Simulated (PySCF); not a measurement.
Computed with PySCF with PBE-D3(BJ)/def2-TZVP // B3LYP-D3(BJ)/def2-TZVP. All species are isolated molecules in the gas phase. One relaxed conformer stands for a flexible species; it need not be the lowest. 

Reference species (SMILES): `[CH3]` (neutral, multiplicity 2).

```yaml
highest_occupied_spin_orbital: -5.38 eV
```

Changed species: `C[Si](C)O` (C–Si–O–H torsion 177°) (radical fragment; the reference has radical fragment).

Q: Predict the effect on the highest occupied spin orbital.

A: the highest occupied spin orbital rises by 1.31 eV, to -4.07 eV.
